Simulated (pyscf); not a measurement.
Thermochemistry of product channels of `[SiH3][SiH3]` + `[O]=[O]` [triplet] on the triplet surface, in kJ/mol, from CCSD(T)/def2-TZVPP + ΔMP2(QZVPP) energies (ideal gas, 1 atm, RRHO with modes under 100 cm⁻¹ raised to 100, one conformer, R ln 2 for chiral ones without a mode under 150 cm⁻¹). Structures and frequencies: ωB97X-D3(BJ)/def2-SVP in PySCF. Correlated levels are frozen-core, on RHF or UHF. ΔMP2 is the change of the MP2 total energy from the triple- to the quadruple-zeta basis.

```json
[
 {"products": "`[O][SiH3]` [doublet] + `[O][SiH3]` [doublet]", "ΔE": "-75.0", "ΔH(298 K)": "-78.4", "ΔG(298 K)": "-88.1", "ΔG(1200 K)": "-114.1"},
 {"products": "`[SiH3][O][SiH3]` + `[O]` [triplet]", "ΔE": "-184.1", "ΔH(298 K)": "-178.5", "ΔG(298 K)": "-176.3", "ΔG(1200 K)": "-171.8"}
]
```

These are energies of the channels, which say nothing of barriers. •O–SiH₃ lies 104.0 kJ/mol over its isomer HO–SiH₂• (electronic energy, ωB97M-D3(BJ)/def2-TZVP). The CCSD(T) − MP2 part came from Ansatz, without density fitting, on the same reference. Left out: orbital degeneracy and the spin-orbit lowering of O. The orbital near-degeneracy of the XH₃O or XH₃S radical is left out.
